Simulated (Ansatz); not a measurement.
**BH3Cl (doublet): wave-function methods side by side at distance Cl1–H2 along a hydrogen transfer = 1.458 Å, cc-pVDZ**

An exercise on one series of results from a longer session: the logs are not shown, and one member is left open.

Method: cc-pVDZ, core rule «outside noble gas», up to 6 orbitals frozen; program: Ansatz 0.2.0, Gaussian basis.

To be run: UHF; CCSD(T) on ROHF; CCSD(T) on UHF; BCCD(T) on ROHF; CISD; CCSDT(Q) on ROHF; CCSDT(Q) on UHF; CASSCF and MRCISD+Q, 3 electrons in 3 orbitals; CASSCF and NEVPT2, 3 electrons in 3 orbitals.

15 further runs of the same task are left out: 9 for a known fault of the program, 4 that didn't finish, 2 set aside as unsound or not needed.

## The system

The geometry derives from fragments relaxed apart (PBE0/def2-TZVP) and kept rigid, so it is no stationary point. A hydrogen atom is moved between rigid fragments.

5 atoms, charge 0, spin multiplicity 2.

Atoms are counted from 1 here; the program's logs count them from 0.

Bond lengths: Cl1–H2 1.458 Å, H2–B3 1.305 Å, B3–H4 1.191 Å, B3–H5 1.191 Å. Angles: Cl1–H2–B3 180.0°, H2–B3–H4 115.3°, H2–B3–H5 115.3°, H4–B3–H5 129.4°.

The first run:

The input, in.yaml:

```yaml
crystal:
  periodic: [false, false, false]
  atoms:
    - {symbol: Cl, position_ang: [-0.769693, 0.000000, 0.000000]}
    - {symbol: H, position_ang: [0.688307, 0.000000, 0.000000]}
    - {symbol: B, position_ang: [1.993307, 0.000000, 0.000000]}
    - {symbol: H, position_ang: [2.502380, 0.000000, 1.077008]}
    - {symbol: H, position_ang: [2.502380, 0.000000, -1.077008]}
basis:
  gaussian: {orbitals: cc-pVDZ}
magnetization: {spin_polarized: true, initial_magnetization: 1}
hamiltonian: {xc: hf}
output: {orbitals: {seedname: orbitals}}
```

Run with:

```console
$ ansatz run in.yaml --threads 1 --pin off --events-out ev --progress --plain --max-ram 2393MiB
```

Among the steps run: UHF; CCSD(T) on ROHF; CCSD(T) on UHF; BCCD(T) on ROHF; CISD; CCSDT(Q) on ROHF; CCSDT(Q) on UHF; CASSCF and MRCISD+Q, 3 electrons in 3 orbitals; CASSCF and NEVPT2, 3 electrons in 3 orbitals.

One table of the session follows, with a row left open; its other results are not shown here.

It belongs to the step «Misses and costs». 

| method | from UCCSDT(Q) (meV) |
| --- | --- |
| ROHF | +7440.8 |
| UHF | +7233.2 |
| RMP2 | +1089.2 |
| UMP2 | +1156.9 |
| CISD | +728.9 |
| RCCSD | +167.2 |
| UCCSD | +161.0 |
| RCCSD(T) | +30.5 |
| UCCSD(T) | ? |
| BCCD(T) | +30.9 |
| RCCSDT | +10.6 |
| UCCSDT | +10.0 |
| RCCSDT(Q) | +0.4 |
| UCCSDT(Q) | 0 |
| CASSCF pair | +6941.5 |
| NEVPT2 pair | +1131.0 |
| MRCISD pair | +652.4 |
| MRCISD+Q pair | +47.3 |

Estimate the missing values for UCCSD(T).

As computed: from UCCSDT(Q) (meV): +31.1. In the column «from UCCSDT(Q) (meV)» it lies between BCCD(T) (+30.9) and MRCISD+Q pair (+47.3).

Limits of these values: Restricted and unrestricted rows rest on different reference determinants; where their highest levels disagree by more than a few hundredths of an eV, they describe different states and don't form one ladder.
